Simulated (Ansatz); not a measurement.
# Redistribution: C2H6 + C2H7NO → CH5N + C3H8O

Gas-phase species: C2H6 (ethane) `CC`, singlet; C2H7NO (ethanolamine) `NCCO`, singlet; CH5N (methylamine) `CN`, singlet; C3H8O (1-propanol) `CCCO`, singlet. The partners trade CH3 for NH2; both sit on C, so the bond types are kept.

Shapes, held fixed at every level: PBE0-D4/def2-TZVP. Flexible molecules stand in one conformer, not always the lowest. Programs: Ansatz 0.2.0. The zero-point and thermal change to 298 K, harmonic and unscaled (PBE0-D4/def2-TZVP), is +0.1 kJ/mol.

(1) Estimate ΔH(298 K) of this reaction.

## Answers

(1) The highest level, CCSD(T)/CBS estimate, gives ΔH(298 K) = +11.3 kJ/mol; the levels span +11.3 to +15.1. The column of differences is taken from that level and isn't an error. No measured value is set beside it here. The CBS estimate extrapolates MP2 from def2-TZVPP and def2-QZVPP and adds CCSD(T) − MP2 in the triple-zeta set, cores frozen.

```json
{"level": "HF/def2-TZVPP", "kind": "Hartree–Fock", "ΔH(298 K) (kJ/mol)": "+11.4", "less CCSD(T)/CBS estimate": "+0.1"}
{"level": "SPW92/def2-TZVPP", "kind": "LDA", "ΔH(298 K) (kJ/mol)": "+14.1", "less CCSD(T)/CBS estimate": "+2.8"}
{"level": "B3LYP-D4/def2-TZVPP", "kind": "global hybrid", "ΔH(298 K) (kJ/mol)": "+11.9", "less CCSD(T)/CBS estimate": "+0.6"}
{"level": "PBE0-D4/def2-TZVPP", "kind": "global hybrid", "ΔH(298 K) (kJ/mol)": "+11.4", "less CCSD(T)/CBS estimate": "+0.1"}
{"level": "MP2/def2-SVP", "kind": "perturbation theory", "ΔH(298 K) (kJ/mol)": "+15.1", "less CCSD(T)/CBS estimate": "+3.8"}
{"level": "CCSD(T)/def2-SVP", "kind": "coupled cluster or CI", "ΔH(298 K) (kJ/mol)": "+14.6", "less CCSD(T)/CBS estimate": "+3.3"}
{"level": "CCSD(T)/def2-TZVPP", "kind": "coupled cluster or CI", "ΔH(298 K) (kJ/mol)": "+11.6", "less CCSD(T)/CBS estimate": "+0.3"}
{"level": "CCSD(T)/CBS estimate", "kind": "coupled cluster or CI", "ΔH(298 K) (kJ/mol)": "+11.3", "less CCSD(T)/CBS estimate": "0.0"}
```
